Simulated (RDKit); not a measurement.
A run for RDKit: MMFF94 on H2O (SMILES O).

```python
from rdkit import Chem
from rdkit.Chem import AllChem, rdDetermineBonds

blocks = [
'''3

O     1.44668711    0.03878197   -0.00456502
H     1.82330811   -0.39959803    0.76155898
H     1.81895111   -0.43743103   -0.74996702
''',
]
mol = None
for b in blocks:
    f = Chem.MolFromXYZBlock(b)
    rdDetermineBonds.DetermineBonds(f, charge=0)
    mol = f if mol is None else Chem.CombineMols(mol, f)
Chem.SanitizeMol(mol)
print(Chem.MolToSmiles(Chem.RemoveHs(mol)))
ff = AllChem.MMFFGetMoleculeForceField(mol, AllChem.MMFFGetMoleculeProperties(mol), nonBondedThresh=100.0, ignoreInterfragInteractions=False)
e = ff.CalcEnergy()
print(f'MMFF94 energy {e:.6f} kcal/mol')
```

The log:

```
O
MMFF94 energy 0.100728 kcal/mol
```

The run finished.

Cost: roughly 0.05 core-seconds.
